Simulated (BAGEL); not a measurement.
**One shape, several levels: C3HP (SMILES C#CC#P)**

We compute a comparison of 6 runs (HF/STO-3G, HF/3-21G, HF/6-31G*, B3LYP/6-31G*, B3LYP/6-311+G**, RI-MP2/6-311+G**) of C3HP. 

Program for the calculation: BAGEL 1.2.2.

12 further runs of the same task are left out: 10 that didn't finish, 2 set aside as unsound or not needed.

## Step 1: The system as given

The species is C3HP (5 atoms), meant as a singlet with charge 0. As SMILES, `C#CC#P`. The coordinates come from a GFN2-xTB relaxation.

Bond lengths: C1–C2 1.212 Å, C2–C3 1.340 Å, C3–P4 1.565 Å, C1–H5 1.049 Å. Angles: C1–C2–C3 179.8°, C2–C3–P4 179.8°, C2–C1–H5 179.1°.

## Step 2: The energy at HF/STO-3G (density fitting with qzvpp-jkfit) (run 1)

hf.json reads:

```json
{ "bagel" : [

{
  "title" : "molecule",
  "basis" : "sto-3g",
  "df_basis" : "qzvpp-jkfit",
  "angstrom" : true,
  "geometry" : [
    { "atom" : "C", "xyz" : [       0.178030,       1.096660,      -0.795450 ] },
    { "atom" : "C", "xyz" : [       0.021240,       0.124130,      -0.089430 ] },
    { "atom" : "C", "xyz" : [      -0.154790,      -0.948700,       0.693800 ] },
    { "atom" : "P", "xyz" : [      -0.355060,      -2.201220,       1.610070 ] },
    { "atom" : "H", "xyz" : [       0.310590,       1.929140,      -1.418980 ] }
  ]
},

{
  "title" : "hf",
  "charge" : 0
},

{
  "title" : "print",
  "file" : "orbitals.molden",
  "orbitals" : true
}

]}
```

The run is started by

```sh
$ BAGEL_NUM_THREADS=1 BAGEL hf.json > hf.out
```

Log:

```text
* using 1 threads per process

  ===============================================================
  ===============================================================

  *** Geometry ***

  { "atom" : "C", "xyz" : [      0.336428,      2.072387,     -1.503183 ] },
  { "atom" : "C", "xyz" : [      0.040138,      0.234572,     -0.168998 ] },
  { "atom" : "C", "xyz" : [     -0.292511,     -1.792783,      1.311092 ] },
  { "atom" : "P", "xyz" : [     -0.670966,     -4.159703,      3.042591 ] },
  { "atom" : "H", "xyz" : [      0.586930,      3.645546,     -2.681484 ] },

  Number of auxiliary basis functions:      371

  Since a DF basis is specified, we compute 2- and 3-index integrals:
    o Being stored without compression. Storage requirement is 0.002 GB

  Number of basis functions:       25
  Number of electrons      :       34

    * METHOD: MOLECULE                             0.07

  *** RHF ***

  === Nuclear Repulsion ===
   102.6547975318

      * DIIS with orbital gradients will be used.

  === RHF iteration (sto-3g) ===
      0       -449.50917694          0.00824117           0.01
      1       -449.53110157          0.00462298           0.01
      2       -449.53397941          0.00301815           0.01
[... 11 lines of this table left out ...]
     14       -449.53569407          0.00000000           0.01
    * SCF iteration converged.

    * Permanent dipole moment:
           (    0.011823,     0.075663,    -0.051946) a.u.

    * METHOD: HF                                   0.14

    * METHOD: PRINT                                0.00

  ===============================================================
```

Wall time 0.34 s (1 thread of Arm Neoverse V2, shared host).

## Step 3: A single-point energy at HF/3-21G (density fitting with qzvpp-jkfit) (run 2)

input.json reads:

```json
{ "bagel": [

{
  "title": "molecule",
  "basis": "3-21g",
  "df_basis": "qzvpp-jkfit",
  "angstrom": true,
  "geometry": [
    { "atom": "C", "xyz": [    0.178030,    1.096660,   -0.795450 ] },
    { "atom": "C", "xyz": [    0.021240,    0.124130,   -0.089430 ] },
    { "atom": "C", "xyz": [   -0.154790,   -0.948700,    0.693800 ] },
    { "atom": "P", "xyz": [   -0.355060,   -2.201220,    1.610070 ] },
    { "atom": "H", "xyz": [    0.310590,    1.929140,   -1.418980 ] }
  ]
},
{ "title": "hf" },
{ "title": "print", "file": "orbitals.molden", "orbitals": true }

]}
```

The run is started by

```sh
$ BAGEL_NUM_THREADS=1 BAGEL input.json > input.out
```

Log:

```text
* using 1 threads per process

  ===============================================================
  ===============================================================

  *** Geometry ***

  { "atom" : "C", "xyz" : [      0.336428,      2.072387,     -1.503183 ] },
  { "atom" : "C", "xyz" : [      0.040138,      0.234572,     -0.168998 ] },
  { "atom" : "C", "xyz" : [     -0.292511,     -1.792783,      1.311092 ] },
  { "atom" : "P", "xyz" : [     -0.670966,     -4.159703,      3.042591 ] },
  { "atom" : "H", "xyz" : [      0.586930,      3.645546,     -2.681484 ] },

  Number of auxiliary basis functions:      371

  Since a DF basis is specified, we compute 2- and 3-index integrals:
    o Being stored without compression. Storage requirement is 0.005 GB

  Number of basis functions:       42
  Number of electrons      :       34

    * METHOD: MOLECULE                             0.07

  *** RHF ***

  === Nuclear Repulsion ===
   102.6547975318

      * DIIS with orbital gradients will be used.

  === RHF iteration (3-21g) ===
      0       -452.38566310          0.01555664           0.01
      1       -452.42592837          0.00794992           0.01
      2       -452.43514106          0.00472981           0.01
[... 11 lines of this table left out ...]
     14       -452.43891438          0.00000001           0.01
    * SCF iteration converged.

    * Permanent dipole moment:
           (   -0.072606,    -0.449351,     0.334609) a.u.

    * METHOD: HF                                   0.23

    * METHOD: PRINT                                0.00

  ===============================================================
```

It took 0.44 s on 1 thread of Arm Neoverse V2, shared host.

Runs 3 to 5 aren't shown in full; the table further down has their settings and results.

## Step 4: A single-point energy at RI-MP2/6-311+G(d,p) (density fitting with qzvpp-jkfit) (run 6)

mp2.json reads:

```json
{ "bagel" : [

{
  "title" : "molecule",
  "basis" : "6-311+gss.json",
  "df_basis" : "qzvpp-jkfit",
  "angstrom" : true,
  "geometry" : [
    { "atom" : "C", "xyz" : [       0.178030,       1.096660,      -0.795450 ] },
    { "atom" : "C", "xyz" : [       0.021240,       0.124130,      -0.089430 ] },
    { "atom" : "C", "xyz" : [      -0.154790,      -0.948700,       0.693800 ] },
    { "atom" : "P", "xyz" : [      -0.355060,      -2.201220,       1.610070 ] },
    { "atom" : "H", "xyz" : [       0.310590,       1.929140,      -1.418980 ] }
  ]
},

{ "title" : "hf" },

{ "title" : "mp2", "ncore" : 8 }

]}
```

The basis set 6-311+G** is read from a file made from the Basis Set Exchange's data (not shown).

The run is started by

```sh
$ BAGEL_NUM_THREADS=1 BAGEL mp2.json > mp2.out
```

Log:

```text
* using 1 threads per process

  ===============================================================
  ===============================================================

  *** Geometry ***

[... 29 lines left out ...]
    * SCF iteration converged.
[... 1 line left out ...]
    * Permanent dipole moment:
[... 2 lines left out ...]
    * METHOD: HF                                   0.68

  *** RHF ***

  === Nuclear Repulsion ===
   102.6547975318

      * DIIS with orbital gradients will be used.

  === RHF iteration (6-311+gss.json) ===
      0       -454.83467582          0.00000001           0.03
    * SCF iteration converged.

    * Permanent dipole moment:
           (   -0.042485,    -0.260281,     0.195929) a.u.

  === DF-MP2 calculation ===

    * freezing 8 orbitals
    * 3-index integral transformation done
    * assembly done

      MP2 correlation energy:   -0.5162767136      0.02

      MP2 total energy:       -455.3509525348

    * METHOD: MP2                                  0.10

  ===============================================================
```

It took 1.1 s on 1 thread of Arm Neoverse V2, shared host; peak memory 0.11 GiB.

## Step 5: The series

```csv
run,level,frozen core orbitals,energy (Eh),dipole moment (D),HOMO energy (eV),LUMO energy (eV),wall time
1,HF/STO-3G (density fitting with qzvpp-jkfit),–,-449.535694,0.24,-6.34,5.89,0.34 s
2,HF/3-21G (density fitting with qzvpp-jkfit),–,-452.438914,1.44,-9.44,1.30,0.44 s
3,"HF/6-31G* (density fitting with qzvpp-jkfit, spherical functions)",–,-454.784245,1.28,-9.28,1.33,0.6 s
4,"B3LYP/6-31G* (density fitting with qzvpp-jkfit, spherical functions)",–,-456.151011,1.44,-6.96,-2.14,2.6 s
5,B3LYP/6-311+G** (density fitting with qzvpp-jkfit),–,-456.215566,0.92,-7.22,-2.47,5.1 s
6,RI-MP2/6-311+G** (density fitting with qzvpp-jkfit),8,-455.350953,–,–,–,1.1 s
```

## Step 6: Results

```
                                          quantity          value
                               run 6: total energy  -455.35095 Eh
run 6: correlation energy (8 core orbitals frozen)     -516.3 mEh
```

**Reading.** Over runs 1, 2, 3, 4, 5 the dipole moment (its size) runs from 0.24 D (HF/STO-3G) to 1.44 D (B3LYP/6-31G*). The two ends differ in method and basis. The two dipoles point in opposite directions. Over runs 1, 2, 3, 4, 5 the HOMO–LUMO gap runs from 4.75 eV (B3LYP/6-311+G**) to 12.22 eV (HF/STO-3G). In run 1 the basis is minimal, so the values are rough. All runs together took 10 s, the longest 5.1 s.
